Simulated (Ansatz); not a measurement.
Basis-set limit of BSiH2⁺, quintet

| atom | x (Å) | y (Å) | z (Å) |
| --- | --- | --- | --- |
| Si | 0.0000 | -0.0471 | 0.5518 |
| B | 0.0000 | -0.0605 | -1.3633 |
| H | 0.0000 | 1.1711 | 1.4474 |
| H | 0.0000 | 0.7893 | -2.2001 |

Connectivity, by distances: SiH–BH.

Ansatz 0.2.0, UHF determinant, valence electrons correlated. Energies in eV.

```
       set  X  functions  Hartree–Fock  MP2 correlation  CCSD(T) correlation                                                                                                              time
def2-TZVPP  3        101    -8551.2304          -3.3897              -4.5392  2.1 s on 1 × NVIDIA H100 80GB HBM3 with 1 thread of AMD EPYC 7R13 Processor (Zen 3), with other jobs on the host
def2-QZVPP  4        187    -8551.4975          -3.6077              -4.7247                 3.8 s on 1 × NVIDIA H100 80GB HBM3 with 1 thread of AMD EPYC 7R13 Processor (Zen 3) (shared host)
```

Hartree–Fock is taken to follow E(X) = E∞ + A·exp(−7.88·√X), correlation E(X) = E∞ + B·X^−2.97.

Cautions: another spin lies lower; raised T1 diagnostic.

Q: Work out the CCSD(T) energy at the limit, and how far the shortcut misses it that extrapolates MP2 and adds CCSD(T) minus MP2 from the smaller set.

A: Hartree–Fock: E∞ = E4 + 0.1377·(E4 − E3) = -8551.5343. Correlation: E∞ = E4 + 0.7407·(E4 − E3) = -4.8621 for CCSD(T) and -3.7691 for MP2. The limit is -8556.3964 eV, 0.174 eV below def2-QZVPP. The shortcut gives a correlation energy of -3.7691 + (-1.1494) = -4.9185, 56 meV lower than the direct value.

Past Ne part of the Hartree–Fock step between the two sets comes from the cores, which don't follow the formula, so the 37 meV that it adds to the total can overshoot; that part largely cancels in differences.
